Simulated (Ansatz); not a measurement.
Run this with the Ansatz DFT code, driven from Python and show what comes out.

Script `conformers.py`:
```python
"""Rank force-field conformers of C4H6O2 by single points."""

import ansatz as az
from rdkit import Chem
from rdkit.Chem import AllChem

rd = Chem.AddHs(Chem.MolFromSmiles("C=CCOC=O"))
ids = list(AllChem.EmbedMultipleConfs(rd, numConfs=20, randomSeed=180, pruneRmsThresh=0.4))
field = [energy for _, energy in AllChem.MMFFOptimizeMoleculeConfs(rd)]
distinct = {round(e, 2): i for i, e in zip(ids, field)}
chosen = sorted(distinct.items())[:3]
found = []
for force_field, index in chosen:
    geometry = az.Crystal.molecule()
    for atom, xyz in zip(rd.GetAtoms(), rd.GetConformer(index).GetPositions()):
        geometry = geometry.atom(atom.GetSymbol(), xyz.round(5).tolist())
    calc = geometry.calculation()
    calc = calc.basis(gaussian="cc-pVDZ").functional("b3lyp")
    found.append(calc.run(threads=1, pin="off").report["free_energy_ev"])
print("conformer   MMFF (kcal/mol)   this level (kJ/mol)")
for (force_field, index), e in zip(chosen, found):
    print(f"{index:9d} {force_field - chosen[0][0]:17.2f} {96.485332 * (e - min(found)):17.3f}")
```

```console
$ python conformers.py
conformer   MMFF (kcal/mol)   this level (kJ/mol)
        6              0.00             1.043
        1              0.03             0.000
        4              1.69             1.561
```

The conformers keep their force-field geometries. b3lyp holds the VWN-RPA fit, as in Gaussian; the form of ORCA and Turbomole is b3lyp5. Run time: 9.4 s on 1 thread of Arm Neoverse V2, on a shared host, peak memory 0.34 GiB.
